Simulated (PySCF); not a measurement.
# Working out the electron affinity of Li

Li- [He] 2s2 (1S) → Li [He] 2s1 (2S). All numbers are calculated (PySCF 2.14, the non-relativistic Hamiltonian (point nucleus), in dyall-acv3z (15s9p3d, 57 functions)). Frozen: nothing; the 5 highest virtual orbitals dropped. Energies in hartree (1 hartree = 27.21139 eV):

| part | Li- (lower) | Li (upper) |
| --- | --- | --- |
| UHF | -7.428215 | -7.432747 |
| MP2 opposite-spin | -0.054738 | -0.037947 |
| MP2 same-spin | -0.000579 | -0.000524 |

Problem. What does Hartree-Fock give?

Solution. (-7.432747) − (-7.428215) = -0.004532 hartree = -0.123 eV.

Problem. What do MP2 and SCS-MP2 (6/5 opposite-spin, 1/3 same-spin) give?

Solution. The opposite-spin parts differ by 0.457 eV and the same-spin parts by 0.001 eV. MP2: -0.123 + (0.457) + (0.001) = 0.335 eV. SCS-MP2: -0.123 + 1.2 × (0.457) + (0.001)/3 = 0.426 eV.

A first-order spin-orbit estimate adds 0.000 eV to MP2 (valence and next inner shell), giving 0.335 eV against 0.618 eV (measured; photodetachment measurements, as compiled on the Wikipedia data page of electron affinities).

What remains against the reference includes basis incompleteness and correlation beyond second order.
